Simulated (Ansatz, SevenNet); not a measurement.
For rock-salt LiH, the machine-learned potential SevenNet-0 (trained on PBE and PBE+U data) gives:

```
Quantity                           Value
------------------------------  --------
lattice constant a               4.008 Å
elastic constant C11            59.1 GPa
elastic constant C44            24.9 GPa
Voigt–Reuss–Hill shear modulus  24.6 GPa
```

Task: What does PBE0 (PAW; Ansatz, a first-principles code) give for the same quantities?

Result: 
- lattice constant a: 3.990 Å (falls by 0.4 %)
- elastic constant C11: 87.0 GPa (rises by 47 %)
- elastic constant C44: 51.2 GPa (goes up by 110 %)
- Voigt–Reuss–Hill shear modulus: 45.0 GPa (increases by 83 %)

For comparison: lattice constant a 3.979 Å (measured, static lattice: zero-point anharmonic expansion removed; as tabulated in Mejia-Rodriguez and Trickey (2018), arXiv:1807.09216); elastic constant C11 67.1 GPa (measured, temperature not stated, not corrected to a static lattice; as tabulated in Oses et al. (2018), arXiv:1811.08464); elastic constant C44 46 GPa (measured, temperature not stated, not corrected to a static lattice; as tabulated in Oses et al. (2018), arXiv:1811.08464).

Changes are worked out from the printed values.

Unless a cell is named, each level is at its own relaxed cell (SevenNet-0 8.05, PBE0 7.94 Å³/atom).

Ansatz's density-functional and Hartree–Fock values are scalar-relativistic unless marked +SOC, with PAW data made under PBE.
